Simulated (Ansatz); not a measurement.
A nudged elastic band was laid between two geometries of CH₅NSi (8 atoms, charge 0, multiplicity 1).

Theory: Ansatz 0.2.0, RKS PBE-D4/def2-SVPD.

```
movable images  : 7
climbing image  : yes
spring          : 5.0 eV/Å²
optimiser       : quadratic models (default)
start path      : through a guess of the saddle point
force threshold : 0.05 eV/Å
iteration limit : 60
end points      : relaxed
```

Initial state:

```xyz
8
Properties=species:S:1:pos:R:3
C -0.625 0.336 -0.624
N -0.334 0.590 0.820
Si 0.582 -0.802 0.218
H -1.672 0.051 -0.832
H -0.220 1.049 -1.367
H 0.107 1.487 1.039
H 2.029 -0.645 -0.126
H 0.226 -2.123 0.815
```

Final state:

```xyz
8
Properties=species:S:1:pos:R:3
C -0.448 0.098 -0.673
N -0.149 -0.062 0.782
Si 1.019 -1.170 -0.443
H -1.449 -0.291 -0.921
H -0.319 1.136 -1.016
H 0.249 0.755 1.249
H 2.063 -0.027 -0.392
H -0.873 -0.496 1.357
```

Problem. What changes between the two ends?

Solution. Bonds broken: Si3–H8. Bonds formed: N2–H8.

Problem. What energy profile does the band end with?

Solution. It converged. The highest image is number 4 of 0 to 8, 32.5 kcal/mol above the first end and 27.8 kcal/mol above the last; the last end lies 4.7 kcal/mol above the first. A vibrational analysis at the climbing image gives one clearly imaginary mode, 1017i cm⁻¹: a first-order saddle point. The orbitals stay closed-shell, which can raise the energy where a bond breaks towards radicals; this wasn't checked here.

```json
{"image": "0", "path coordinate (Å)": "0.00", "energy (kcal/mol)": "0.0", "Si3–H8 (Å)": "1.49", "N2–H8 (Å)": "2.77"}
{"image": "1", "path coordinate (Å)": "0.41", "energy (kcal/mol)": "4.6", "Si3–H8 (Å)": "1.48", "N2–H8 (Å)": "2.57"}
{"image": "2", "path coordinate (Å)": "0.83", "energy (kcal/mol)": "17.1", "Si3–H8 (Å)": "1.47", "N2–H8 (Å)": "2.30"}
{"image": "3", "path coordinate (Å)": "1.24", "energy (kcal/mol)": "26.7", "Si3–H8 (Å)": "1.51", "N2–H8 (Å)": "2.00"}
{"image": "4", "path coordinate (Å)": "1.66", "energy (kcal/mol)": "32.5", "Si3–H8 (Å)": "1.60", "N2–H8 (Å)": "1.54"}
{"image": "5", "path coordinate (Å)": "2.04", "energy (kcal/mol)": "21.9", "Si3–H8 (Å)": "1.85", "N2–H8 (Å)": "1.13"}
{"image": "6", "path coordinate (Å)": "2.43", "energy (kcal/mol)": "15.3", "Si3–H8 (Å)": "2.19", "N2–H8 (Å)": "1.03"}
{"image": "7", "path coordinate (Å)": "2.81", "energy (kcal/mol)": "8.6", "Si3–H8 (Å)": "2.44", "N2–H8 (Å)": "1.01"}
{"image": "8", "path coordinate (Å)": "3.20", "energy (kcal/mol)": "4.7", "Si3–H8 (Å)": "2.70", "N2–H8 (Å)": "1.02"}
```

Problem. What is the geometry of the highest image?

Solution. 
```xyz
8
Properties=species:S:1:pos:R:3
C -0.612 0.259 -0.599
N -0.514 0.305 0.804
Si 0.681 -1.191 -0.251
H -1.599 -0.041 -0.985
H -0.108 1.057 -1.173
H 0.225 0.954 1.113
H 1.954 -0.333 -0.182
H 0.065 -1.066 1.218
```

Problem. What are the harmonic wavenumbers there?

Solution. 1017i, 445, 519, 576, 665, 755, 860, 944, 968, 1057, 1148, 1272, 1417, 1890, 1999, 3014, 3111, 3411 cm⁻¹.

Time of the run: 2.5 min on 2 threads of Intel(R) Xeon(R) Platinum 8259CL CPU @ 2.50GHz (Skylake/Cascade Lake), on a shared host, peak memory 0.21 GiB.
